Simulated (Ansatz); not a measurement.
Two isomers of C3H9NO: A = `CC(C)(N)O`, B = `COCCN`.

Isolated molecules relaxed with PBE0-D4/def2-TZVP in Ansatz; ΔE leaves out vibrations. CBS: MP2 limit from def2 TZ/QZ plus the TZ coupled-cluster correction, frozen cores. Functionals use def2-TZVPP. B3LYP here is the variant with VWN-RPA as its local correlation; programs differ in this. One conformer a species, not always the lowest.

Q: Which isomer does CCSD(T)/CBS put lower? Give the gap. (An estimate is asked.)

A: Ansatz gave: A, by 83.1 kJ/mol.

Q: Give E(B) − E(A) in kJ/mol with r2SCAN-D4, PBE0-D4, CCSD(T)/def2-TZVPP, MP2/def2-TZVPP, B3LYP, CCSD(T)/def2-SVP, PBE-D4. (An estimate is asked.)

A: The calculation gave: r2SCAN-D4 80.1, PBE0-D4 76.1, CCSD(T)/def2-TZVPP 80.0, MP2/def2-TZVPP 86.4, B3LYP 66.5, CCSD(T)/def2-SVP 78.3, PBE-D4 72.9. None reverses the order clearly.

Q: Does the order hold for the free energy at 298.15 K (harmonic terms from PBE0-D4)? (An estimate is asked.)

A: Computed: Yes: G(B) − G(A) = +84.7 kJ/mol, for one conformer each.

Largest T1 diagnostic: 0.010.

In def2-TZVPP, CCSD(T) changes the Hartree–Fock value by +13.7 kJ/mol (the triples alone add +1.7 kJ/mol) and MP2 by +20.0 kJ/mol. At CCSD(T), def2-SVP lies −4.8 kJ/mol from the extrapolated value and def2-TZVPP −3.1 kJ/mol.
